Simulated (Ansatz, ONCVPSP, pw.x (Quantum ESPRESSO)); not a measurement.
## Ge (Z = 32): one change to the ONCV potential, in the atom and in the diamond crystal

| Property | Result |
| --- | --- |
| Element | Ge (Z = 32) |
| Generator | ONCVPSP 4.0.1.1 (patched build) |
| Type | optimised norm-conserving Vanderbilt (ONCV) |
| Functional | LDA (Perdew-Wang 92) |
| Relativity | scalar-relativistic |
| Frozen core | [Ar] 3d10 |
| Valence charge | 4 |
| Reference configuration | 4s2 4p2 |
| Partial waves | 4s: rc 1.80 bohr, ncon 3, nbas 6, qcut 2.9 1/bohr, 2 projectors, debl 2.6 Ha; 4p: rc 2.15 bohr, ncon 4, nbas 9, qcut 4.2 1/bohr, 1 projector |
| Local potential | polynomial inside 1.45 bohr (lpopt 4, dvloc0 0 Ha) |
| Core correction | Teter function, fcfact 4, rcfact 1 |

Change: local potential polynomial inside 1.45 bohr (lpopt 4, dvloc0 -2 Ha).

Cutoffs, loose and tight: the cutoffs (Ha) at which the residual kinetic energy of the hardest occupied pseudo-wave falls to 1 and 0.1 mHa per electron. They do not see the model core or the augmentation charge, which bear on the density cutoff. Test errors are all-electron minus pseudo excitation energies from the reference, over the configurations 4s2 4p1; 4s2 4p0; 4s1 4p0; 4s2 4p1.5; variants that change the core or the reference have their own tests.

Crystal test: diamond Ge in pw.x 7.5, no spin, 8³ k-points, Fermi–Dirac smearing 0.01 Ry, cutoffs set for each file from its atomic test. The reference is all-electron LAPW (Ansatz 0.2.0) with the same functional, mesh and smearing; V0 and B0 come from Birch–Murnaghan fits to the pressures at five volumes. Errors are pseudo minus all-electron; Δ is the rms difference of the E(V) curves that follow from these fits, minima aligned, over ±6 % about the mean V0. Mesh and smearing are coarse, so the numbers serve the comparison and aren't converged zero-temperature values; the lattice is a test structure that the element need not adopt.

All-electron: a0 = 5.625 Å (V0 = 22.24 Å³/atom), B0 = 69.8 GPa.

Q: Does the change bring the crystal closer to the all-electron result?

A: The mean pressure error goes from -11.66 to -14.18 GPa, so the change moves the solid further from the all-electron pressures. Neither pressure curve crosses zero within the volumes sampled, so no fits are given.

| quantity | base | changed |
| --- | --- | --- |
| outcome (atom) | generated | generated |
| cutoff, loose (atom) | 24 Ha | 24 Ha |
| cutoff, tight (atom) | 41 Ha | 41 Ha |
| bound ghosts (atom) | none | none |
| largest test error (meV) (atom) | +111 | +111 |
| cutoffs in pw.x (Ry) | 95/380 | 95/380 |
| mean pressure error (GPa) | -11.66 | -14.18 |

Base: This is a poor potential for the solid. Changed file: This is a poor potential for the solid.
